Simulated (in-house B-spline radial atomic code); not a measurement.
RPA and G0W0 for Ar, [Ne] 3s2 3p6, as one setting changes: the radius of a hard wall (bohr). Start: Hartree-Fock. A dash marks a level of low quasi-particle weight. Computed with a B-spline radial code for spherical atoms: all electrons, non-relativistic, point nucleus, each spin shell either full or empty, empty states to l = 9 with an (l + 1/2)⁻⁴ tail; G0W0 by contour deformation at full frequency.

```tsv
radius of a hard wall (bohr)	mean-field level (eV)	G0W0 level (eV)	RPA correlation (Eh)
2	27.099	3p 25.864	-1.0688
2.5	2.486	3p 1.468	-1.0111
3	-7.576	3p -8.410	-0.98352
3.5	?	?	?
4	-14.175	3p -14.718	-0.96587
5	?	?	?
6	-15.992	3p -16.263	-0.9624
8	-16.079	3p -16.307	-0.96222
12	-16.082	3p -16.306	-0.96205
```

(1) What belongs in the row for 5?

(2) What belongs in the row for 3.5?

## Answers

(1) mean-field level (eV): -15.655; G0W0 level (eV): 3p -16.015; RPA correlation (Eh): -0.96291.

(2) mean-field level (eV): -12.075; G0W0 level (eV): 3p -12.750; RPA correlation (Eh): -0.9711.
